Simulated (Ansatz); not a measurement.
This geometry of H3MgSSi (6 atoms, charge 1, multiplicity 1) is a first-order saddle point.

Computed with RKS B3LYP-D4/cc-pVDZ in Ansatz 0.2.0.

```xyz
6
Properties=species:S:1:pos:R:3
Mg -2.466 -0.972 0.339
Si 0.387 0.668 -0.966
S 0.317 -0.416 0.913
H -1.665 -0.010 -0.911
H 1.862 1.056 -0.824
H 1.564 -0.325 1.449
```

(1) Which two structures does it join? (They come from a converged band through this point; their orientation in space is the band's.)

(2) How far does it lie above each of them?

## Answers

(1) Bonds broken: Mg1–H4. Bonds formed: Si2–H4.

Image 0:

```xyz
6
Properties=species:S:1:pos:R:3
Mg -2.055 -0.080 -1.005
Si 0.513 0.237 -0.149
S 1.084 -0.584 1.691
H -3.638 -0.309 -1.479
H 1.709 0.920 -0.742
H 2.388 -0.185 1.683
```

Image 6:

```xyz
6
Properties=species:S:1:pos:R:3
Mg -0.935 -1.709 -1.773
Si -0.301 0.364 -0.184
S 0.453 -0.352 1.682
H -1.628 1.005 0.020
H 0.670 1.149 -0.996
H 1.740 -0.457 1.252
```

(2) 111.0 kJ/mol above the first and 180.8 kJ/mol above the second. This is the barrier of this one path; another mechanism may lie lower. The orbitals stay closed-shell, which can raise the energy where a bond breaks towards radicals; this wasn't checked here.

The run took 10 min on 1 thread of Arm Neoverse N1, on a shared host, peak memory 0.14 GiB.
